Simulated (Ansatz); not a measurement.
Species: NH₄ (charge +1, singlet). 
Coordinates optimised at B3LYP-D3(BJ)/def2-TZVP (Ansatz, a program for electronic structure):
SMILES: [NH4+]
```xyz
5

N      0.0000     0.0000     0.0000
H      0.0143     0.9619    -0.3540
H      0.8334    -0.4977    -0.3293
H     -0.8403    -0.4774    -0.3416
H     -0.0074     0.0132     1.0249
```
Charge +1, spin multiplicity 1.

Basis-set convergence of Hartree-Fock and CCSD correlation energies (hartree) with Ansatz. Cores are frozen in the correlated levels unless marked. No spin-orbit coupling. No relativistic terms.

```tsv
basis	functions	E(HF)	E(corr, CCSD)
def2-SVP	34	-56.49866	-0.20494
def2-TZVPP	87	-56.56590	-0.24396
def2-QZVPP	177	-56.56854	-0.25670
```

Extrapolating the two largest sets (X = 3 and 4) as X^-3: E(corr) = (64·(-0.25670) - 27·(-0.24396))/37 = -0.2660 Eh, an estimate of the basis-set limit. The largest set recovers 96.5 % of it, the smallest 77.0 %.
